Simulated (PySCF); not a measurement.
Cost against size for one kind of job: PySCF, PBE0-D3(BJ)/def2-SVP geometry optimisation, gas phase; work: geometry optimisation from a GFN2-xTB start. Hardware: an x86-64 server with one thread, shared host. The host was shared with other jobs, so the times are rough.

```csv
species (SMILES),atoms,electrons,basis functions,SCF cycles,gradient evaluations,wall time
[CH2]C (doublet state),7,17,53,24,4,2.6 s
Cl[SiH]Cl (doublet state),4,49,59,27,4,8.9 s
Cl[C](Cl)Cl (doublet state),4,57,68,30,4,?
[NH2][La]([NH2])[NH2],10,84,104,105,15,?
O[CH]/C=C\C(F)(F)F (doublet state),12,63,132,52,7,1.7 min
```

Problem. Estimate the withheld figures.

Solution. `Cl[C](Cl)Cl`: 6.3 s; `[NH2][La]([NH2])[NH2]`: 56 s.

Problem. With all rows, how does the wall time grow with the number of basis functions N?

Solution. A straight line through log(time) against log(N) has slope 3.8 between N = 53 and 132, and the rows scatter about it by a factor of about 1.5 (standard error of the fit). This is a fit to these rows, whose iteration counts differ, not the method's formal scaling.

Problem. Which species took longest, and how many times the shortest run?

Solution. `O[CH]/C=C\C(F)(F)F`, at 1.7 min: about 39 times the shortest (2.6 s).
